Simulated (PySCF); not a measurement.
Numbering as in the mapped SMILES `[N:1]#[C:2][OH:3]`. Hydrogens are named by the atom that carries them.

All values are calculated (PySCF 2.14.0 with density-fitted response routines): coordinates at the PBE0-D3(BJ)/def2-SVP level, PBE0/pcSseg-1 with gauge-including orbitals. Non-relativistic, one conformer, in vacuum.

Scale: ¹³C (184.41 ppm), ¹H (31.27 ppm) vs TMS; ¹⁵N (265.67 ppm) against NH3; ¹⁷O (334.56 ppm) vs H2O (reference shieldings calculated alike).

```tsv
atoms	nucleus	count	δ (ppm)
C2	¹³C	1	115.8
O3	¹⁷O	1	?
H(O3)	¹H	1	?
N1	¹⁵N	1	196.8
```

Q: Fill in the missing shifts.

A: 
- H(O3): 3.47 ppm, hydrogen on an oxygen bonded to C; exchangeable, gas-phase position
- O3: 48.6 ppm, oxygen bonded to C, H

OH and NH positions are those of a molecule without intermolecular hydrogen bonds; in solution they move with solvent, concentration and temperature, and exchange usually removes their couplings. Shifts are as computed. Against solution values, carbons near 30 ppm lie about +2 ppm off and those near 130 ppm about +5 ppm. Of 1211 compounds with measured shifts, 218 miss one by over three times the rms of a fit or turn the order of signals round; such compounds aren't used in these exercises. Experimental scales use liquid or dissolved standards, which lie at an offset from isolated NH3 (liquid NH3: subtract about 20 ppm) and H2O (liquid H2O: subtract about 36 ppm). Unscaled 15N shifts of sp2 nitrogen come out 20 to 40 ppm too high even then.
